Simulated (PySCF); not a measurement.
Level of theory: B3LYP-D3(BJ)/def2-TZVP // PBE0-D4/def2-TZVP run with PySCF. All species are isolated molecules in the gas phase. B3LYP has the VWN-RPA correlation part, as in Gaussian. Delta-SCF ions had no search for a lower state. Excitations are Tamm–Dancoff values on a coarser integration grid. The basis has no diffuse functions, so Rydberg states are missing or too high.

Reference species (SMILES): `B(C)(C)C` (neutral, multiplicity 1).

```yaml
S1 excitation (TDA): 6.49 eV
HOMO: -8.30 eV
vertical ionisation energy (Delta-SCF): 10.63 eV
```

After one change: the S1 excitation (TDA) falls by 0.88 eV; the HOMO falls by 0.49 eV; the vertical ionisation energy (Delta-SCF) rises by 0.56 eV.

**Question.** Which change was made? The new species is one of these.
A) `ClB(Cl)Cl`
B) `CB(C)Cl`
C) `CB(Cl)Cl`

**Answer.** A, `ClB(Cl)Cl`
